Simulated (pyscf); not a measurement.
Elementary routes open to :N–F [triplet] + SiH₄ in the gas phase (triplet surface):
A. F–N•–SiH₃ + H• (H–Si broken; N–Si formed)
B. •HN–F + SiH₃• (H–Si broken; H–N formed)

Structures and frequencies: ωB97X-D3(BJ)/def2-SVP in PySCF. MP2 and CC: frozen core, UHF for open shells. ΔMP2 is the change of the MP2 total energy from the triple- to the quadruple-zeta basis.

### Question
Rank the routes by free-energy barrier at 1200 K, lowest first, for CCSD(T)/def2-TZVPP + ΔMP2(QZVPP) energies (ideal gas, 1 atm, RRHO with modes under 100 cm⁻¹ raised to 100, one conformer, R ln 2 for rigid chiral ones).

### Answer
B (2.09 eV), A (2.82 eV)

Route B is the fastest of these, ahead of the next by 0.74 eV. The most stable products are those of B (ΔG = +0.38 eV), so kinetics and thermodynamics agree. At 298 K B is still the fastest. Only these routes are compared; each barrier is that of the saddle found, and lower ones may exist. The CCSD(T) − MP2 part came from Ansatz, without density fitting, on the same reference.
